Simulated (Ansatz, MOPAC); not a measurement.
Species: C2H3, charge 0, multiplicity 2. SMILES: [CH]=C

Atoms: C1, C2, H3, H4, H5. Bonds: C1-C2, C1-H3, C1-H4, C2-H5.

Bond lengths (Å) and angles (degrees) optimised at PM7 with MOPAC; HF/STO-3G with Ansatz (a quantum-chemistry and plane-wave program); PBE/6-31G* with Ansatz, each started from the B3LYP-D3(BJ)/def2-TZVP structure (Ansatz) of the last column. A row stands for all coordinates that are equal there; 7 of 8 kinds are shown. 6-31G* holds six Cartesian d functions. No wavenumbers were computed at HF/STO-3G, PBE/6-31G*, so these may be saddle points.

```tsv
coordinate	PM7	HF/STO-3G	PBE/6-31G*	B3LYP-D3(BJ)/def2-TZVP
C1-C2	1.318	1.357	1.317	1.301
C1-H3	1.082	1.085	1.105	1.092
C1-H4	1.082	1.083	1.099	1.087
C2-H5	1.018	1.083	1.091	1.079
C2-C1-H3	123.3	122.3	122.3	121.8
C2-C1-H4	123.3	121.4	122.3	122.3
C1-C2-H5	179.9	130.9	137.7	138.6
```

Mean signed difference of all 4 bond lengths from B3LYP-D3(BJ)/def2-TZVP: PM7 -0.015 Å, HF/STO-3G 0.012 Å, PBE/6-31G* 0.013 Å.
